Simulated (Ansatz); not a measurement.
# [BCl2]+ (SMILES Cl[B+]Cl): the energy to break a bond

The species is [BCl2]+ (3 atoms), meant as a singlet with charge +1. As SMILES, `Cl[B+]Cl`. The shape was relaxed beforehand at wB97X-V/def2-SVP.

```xyz
3

Cl   -1.2748    0.7899   -0.6086
B     0.0000    0.0000    0.0000
Cl    1.2747   -0.7899    0.6086
```

Wanted: the dissociation energy of the B2–Cl1 bond into doublet BCl+ and doublet Cl (shapes relaxed at wB97X-V/def2-SVP, no zero-point term). 1 Eh = 2625.50 kJ/mol = 27.2114 eV. Totals in Eh; open shells run unrestricted unless said.

```
                                     level  program      [BCl2]+  doublet BCl+   doublet Cl
                             HF/def2-TZVPP   Ansatz  -943.473740   -483.827538  -459.476850
                         r2SCAN/def2-TZVPP   Ansatz  -944.941640   -484.600248  -460.116931
B2PLYP/def2-TZVPP, 11 core orbitals frozen   Ansatz  -944.737365   -484.492134  -460.021993
```

Problem. Work out the dissociation energy at each level.

Solution. 
1. HF/def2-TZVPP: (-483.827538) + (-459.476850) − (-943.473740) = 0.169352 Eh = 444.6 kJ/mol = 4.61 eV.
2. r2SCAN/def2-TZVPP: (-484.600248) + (-460.116931) − (-944.941640) = 0.224461 Eh = 589.3 kJ/mol = 6.11 eV.
3. B2PLYP/def2-TZVPP: (-484.492134) + (-460.021993) − (-944.737365) = 0.223238 Eh = 586.1 kJ/mol = 6.07 eV.

The levels span 445 to 589 kJ/mol; no measured value is set beside them. Hartree–Fock lacks the correlation of the electrons that are unpaired, so it comes out low. A bond enthalpy at 298 K also holds the loss of zero-point energy and thermal terms.
